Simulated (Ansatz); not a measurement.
Geometry optimisation, RKS BLYP/def2-SVP (Ansatz).

Input file:

```yaml
crystal:
  periodic: [false, false, false]
  atoms:
    - { symbol: C, position_ang: [-0.6796, -0.0962, 1.0843] }
    - { symbol: C, position_ang: [-0.0116, 0.503, -0.1026] }
    - { symbol: O, position_ang: [1.3868, 0.4027, -0.0419] }
    - { symbol: C, position_ang: [0.8382, -0.3739, -1.0352] }
    - { symbol: Cl, position_ang: [0.9411, 0.0599, -2.7219] }
    - { symbol: H, position_ang: [-0.752, 0.6988, 1.8823] }
    - { symbol: H, position_ang: [-0.2276, -0.9604, 1.4559] }
    - { symbol: H, position_ang: [-1.7216, -0.2751, 0.7935] }
    - { symbol: H, position_ang: [-0.4274, 1.4469, -0.428] }
    - { symbol: H, position_ang: [0.7367, -1.4568, -0.8834] }
basis:
  gaussian: { orbitals: def2-SVP }
hamiltonian:
  xc: blyp
relax:
  f_tol: 0.02
  max_steps: 50
```

Command:

```bash
$ ansatz run input.yaml --threads 2 --pin off --max-ram 3072MiB --backend cpu --events-out ev --progress --plain --runs-dir out
```

Q: Where does it end, and by what steps?

A: The forces met the threshold. After 5 steps the energy has fallen by 0.424 eV; H8 moved furthest, 0.14 Å.

```json
{"step": "0", "energy less start (eV)": "0.0000", "largest force component (eV/Å)": "2.702", "accepted": "yes"}
{"step": "1", "energy less start (eV)": "-0.3478", "largest force component (eV/Å)": "0.999", "accepted": "yes"}
{"step": "2", "energy less start (eV)": "-0.4144", "largest force component (eV/Å)": "0.443", "accepted": "yes"}
{"step": "3", "energy less start (eV)": "-0.4202", "largest force component (eV/Å)": "0.275", "accepted": "yes"}
{"step": "4", "energy less start (eV)": "-0.4100", "largest force component (eV/Å)": "0.226", "accepted": "no"}
{"step": "5", "energy less start (eV)": "-0.4240", "largest force component (eV/Å)": "0.018", "accepted": "yes"}
```

```xyz
10
Properties=species:S:1:pos:R:3
C -0.744 -0.061 1.111
C -0.019 0.480 -0.103
O 1.449 0.438 -0.072
C 0.787 -0.361 -1.013
Cl 0.957 0.075 -2.762
H -0.682 0.658 1.954
H -0.306 -1.022 1.445
H -1.818 -0.220 0.880
H -0.416 1.417 -0.538
H 0.874 -1.456 -0.898
```

Whether the end is a true minimum wasn't checked by a vibrational analysis.

Time of the run: 8.2 s on 2 threads of Intel(R) Xeon(R) 6975P-C (Granite Rapids), with other jobs on the host, peak memory 0.14 GiB.
